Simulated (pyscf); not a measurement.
## Four-centre exchange: H₃C–Al(OH)–OH + H₂ → H₃C–Al(OH)–OH + H₂

Gas phase, singlet surface, charge 0. Bonds broken: O3–H10, H8–H11. Bonds formed: O3–H8, H10–H11. PySCF, gas phase, ωB97X-D3(BJ)/def2-SVP geometries.

Transition state (Å):

```xyz
11

C      1.3888    -0.0225     0.4761
Al    -0.5274     0.0950     0.2596
O     -1.5263    -1.3287     0.4123
O     -1.2954     1.5646    -0.0944
H      1.6696    -0.6986     1.2998
H      1.8292     0.9676     0.6729
H      1.8581    -0.4180    -0.4408
H     -1.6105    -2.4596     0.6015
H     -2.2266     1.7434    -0.2341
H     -2.5561    -1.8369     0.3719
H     -2.6771    -3.0220     0.5661
```

One imaginary mode, 2617i cm⁻¹; descent along it reached the two sides named.

```csv
bond,change,reactant side (Å),saddle,product side
O3–H10,breaks,0.958,1.149,2.426
H8–H11,breaks,0.762,1.206,3.5
O3–H8,forms,2.438,1.150,0.959
H10–H11,forms,3.3,1.207,0.762
```

Electronic energies relative to the separated reactants (eV):

```csv
level,barrier,reaction energy,reverse barrier
ωB97X-D3(BJ)/def2-TZVP,3.01,0.00,3.01
PBE/def2-TZVP,2.62,0.00,2.62
r²SCAN/def2-TZVP,2.82,0.00,2.82
B3LYP-D3(BJ)/def2-TZVP,2.90,0.00,2.90
PBE0-D3(BJ)/def2-TZVP,2.81,0.00,2.81
M06-2X/def2-TZVP,3.04,0.00,3.04
ωB97M-D3(BJ)/def2-TZVP,2.92,0.00,2.92
HF/def2-TZVP,3.73,0.00,3.73
```

With ωB97M-D3(BJ)/def2-TZVP energies and thermal terms (ideal gas, 1 atm, RRHO with modes under 100 cm⁻¹ raised to 100, one conformer, R ln 2 for chiral ones without a mode under 150 cm⁻¹), in eV:

```
T (K)   ΔH‡   ΔG‡    ΔH    ΔG
-----  ----  ----  ----  ----
298    2.81  3.14  0.00  0.00
600    2.79  3.48  0.00  0.00
900    2.79  3.82  0.00  0.00
1200   2.81  4.16  0.00  0.00
```

One saddle was located; it need not be the lowest between these sides.
